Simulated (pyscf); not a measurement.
PySCF, gas phase, ωB97X-D3(BJ)/def2-SVP geometries.

Question: `[CH3][Al]([CH3])[CH3]` + `[NH3]` → `[CH4]` + `[CH3][Al]([CH3])[NH2]`
Surface: singlet. Broken: Al–C, H–N. Formed: C–H, Al–N. Give ΔE‡ and ΔE from ωB97M-D3(BJ)/def2-TZVP, relative to the separated reactants.

Answer: ΔE‡ = 4.8 kcal/mol, ΔE = -25.4 kcal/mol. Zero-point energy shifts the barrier by -0.1 kcal/mol. It is a four-centre exchange, with an imaginary mode of 1504i cm⁻¹. On the reactant side the descent ends in an adduct with a Al–N contact (not fully relaxed), 27.7 kcal/mol under the separated species and 31.2 kcal/mol under the saddle at ωB97X-D3(BJ)/def2-TZVP. What is counted as formed (Al–N) is already present as a longer contact in the reactant adduct; forming that adduct is a step of its own. At the saddle there is also a short Al–H contact that neither side keeps. This is the saddle that the search found; another between the same sides may lie lower.
